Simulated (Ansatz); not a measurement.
Rock-salt LiBr was calculated with HSE06 (PAW; Ansatz, a program for electronic structure).

Total energies, extrapolated to zero smearing (they compare only within this program, potentials and cutoff; free atoms with spin allowed, lowest state found):

| system | energy (eV/atom) |
|---|---|
| rock-salt LiBr, relaxed | -1496.5241 |
| free Li atom | -203.1825 |
| free Br atom | -2783.7540 |

Question: Work out the cohesive energy per atom.

Answer: E_coh = [1 × (-203.1825) + 1 × (-2783.7540)]/2 − (-1496.5241) = 3.06 eV/atom. The reference value is 3.27 eV/atom (measured, zero-point energy (Debye) added; as tabulated in Doll and Stoll (1998), arXiv:cond-mat/9801031), not set against a level without spin–orbit coupling.

Spin–orbit coupling, which matters for such heavy atoms, is left out.

The PAW data were made under PBE.
